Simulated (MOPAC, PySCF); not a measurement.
Breaking a bond: C₂H₆, SMILES CC. The C1–H8 bond (C1 also carries C, H, H; H8 carries nothing else) is stretched with both fragments frozen at the PBE0/def2-TZVP optimised geometry.

RKS-PBE = restricted PBE/def2-TZVP in PySCF 2.14.0; AM1, restricted, heats of formation (MOPAC); RKS-B3LYP/3-21G = restricted B3LYP/3-21G run with PySCF; UKS-PBE0 = unrestricted PBE0/def2-TZVP in PySCF 2.14.0.

Energies relative to the lowest point of each curve near equilibrium, in kJ/mol:

```csv
R / Å,RKS-PBE,AM1,RKS-B3LYP/3-21G
0.82,215.5,221.2,220.5
0.93,61.7,74.5,62.0
0.99,22.7,31.3,22.2
1.02,11.2,17.3,10.7
1.07,1.3,3.4,1.1
1.21,14.6,11.0,16.3
1.36,63.9,65.8,67.9
1.46,104.5,116.1,110.2
1.78,236.5,297.1,251.2
1.97,305.0,396.3,327.1
2.19,371.9,493.9,403.2
2.65,473.3,641.3,522.7
```

### Question
What does UKS-PBE0 give at the same points?

### Answer
0.82: 211.0; 0.93: 58.6; 0.99: 20.6; 1.02: 9.7; 1.07: 0.8; 1.21: 17.7; 1.36: 71.2; 1.46: 115.0; 1.78: 257.9; 1.97: 333.0; 2.19: 396.4; 2.65: 448.6 (kJ/mol).

At the longest distance RKS-PBE leaves fractional charges on the fragments, a sign of delocalisation error or of the restricted form. The restricted form behind RKS-PBE, AM1, RKS-B3LYP/3-21G keeps the bonding electrons paired and can't separate into open-shell fragments. The unrestricted determinant behind UKS-PBE0 is spin-contaminated at 2.19 to 3.25 Å (<S²> up to 1.0, against 0.00 for a pure singlet).
